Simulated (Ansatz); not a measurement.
# Worked example: H$_{2}$B–O, quartet against H2B–O, doublet

Geometry (PBE0/def2-TZVP stationary point of a doublet), kept for both states (H2B–O, doublet: B2; H2B–O, quartet: B2):

```json
{"atom": "B", "x (Å)": "0.0000", "y (Å)": "0.0000", "z (Å)": "0.6689"}
{"atom": "O", "x (Å)": "0.0000", "y (Å)": "0.0000", "z (Å)": "-0.6123"}
{"atom": "H", "x (Å)": "0.0000", "y (Å)": "1.0503", "z (Å)": "1.2721"}
{"atom": "H", "x (Å)": "0.0000", "y (Å)": "-1.0503", "z (Å)": "1.2721"}
```

Basis cc-pVDZ; Ansatz 0.2.0. Only valence electrons are correlated (noble-gas cores frozen). Prefix R: restricted or restricted open-shell reference; prefix U: unrestricted.

Full CI isn't at hand for all of this; UCCSDT(Q) serves as the reference, and is uncertain by the last step of the cluster series or more.

```
    level  E(H2B–O, doublet) (hartree)  E(H2B–O, quartet) (hartree)
      UHF                  -100.707072                  -100.468386
     UMP2                  -100.938753                  -100.682924
 UCCSD(T)                  -100.978422                  -100.722144
      PBE                  -101.122210                  -100.876502
    B3LYP                  -101.253822                  -101.005247
UCCSDT(Q)                  -100.980210                  -100.723473
```

Give the vertical gap, H2B–O quartet less H2B–O doublet, at each level in eV (1 hartree = 27.2114 eV), and each error against UCCSDT(Q).

UCCSDT(Q): (-100.723473 − (-100.980210)) × 27.2114 = 6.986 eV (the reference)
B3LYP: (-101.005247 − (-101.253822)) × 27.2114 = 6.764 eV, error -0.222 eV
PBE: (-100.876502 − (-101.122210)) × 27.2114 = 6.686 eV, error -0.300 eV
UCCSD(T): (-100.722144 − (-100.978422)) × 27.2114 = 6.974 eV, error -0.012 eV
UMP2: (-100.682924 − (-100.938753)) × 27.2114 = 6.961 eV, error -0.025 eV
UHF: (-100.468386 − (-100.707072)) × 27.2114 = 6.495 eV, error -0.491 eV

Total energies of functionals can't be set beside those of wave-function methods, since they hold the core's correlation and their own absolute errors; only the differences compare.

In so small a basis the reference is far from its limit while semilocal and hybrid functionals are nearer theirs, so the functionals' errors here hold much of the reference's basis and frozen-core error, which can add to them or hide them.

Each level lands on the state that its own search finds. T1 diagnostics of restricted CCSD: 0.047 and 0.039.
